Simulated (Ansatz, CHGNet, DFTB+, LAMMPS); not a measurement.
# fcc Ag, equilibrium lattice constant a

Reference value: 4.062 Å (measured, static lattice: zero-point anharmonic expansion removed, sources range from 4.056 to 4.063; as tabulated in Mejia-Rodriguez and Trickey (2018), arXiv:1807.09216).

```
level (code)                   value (Å)  error (%)
-----------------------------  ---------  ---------
MEAM library.meam-Ag (LAMMPS)      4.080      +0.44
GFN1-xTB (DFTB+)                   4.202      +3.45
CHGNet 0.3.0 (CHGNet)              4.159      +2.39
LDA (Ansatz)                       4.001      -1.50
PBE (Ansatz)                       4.147      +2.09
PBE-D3(BJ) (Ansatz)                4.073      +0.27
r²SCAN (Ansatz)                    4.104      +1.03
```

Leaving aside MEAM library.meam-Ag, which can be fitted to such values or carry a doubt: Of these levels PBE-D3(BJ) (+0.27 %) comes nearest. GFN1-xTB (+3.45 %) misses by most. Of these only PBE-D3(BJ) lands within 0.3 %.

GFN1-xTB: the method was fitted mainly to molecules. Cutoffs differ between the levels. Ansatz's density-functional and Hartree–Fock values are scalar-relativistic unless marked +SOC, with PAW data made under PBE.

Empirical potentials (MEAM library.meam-Ag) are fitted to chosen data, which need not cover the solid at hand: agreement can be built in, and what lay outside the fit can be far off. Machine-learned potentials (CHGNet 0.3.0) are trained on DFT data, which may include these solids.

Differences are worked out from the printed values.

Ansatz is a first-principles code.
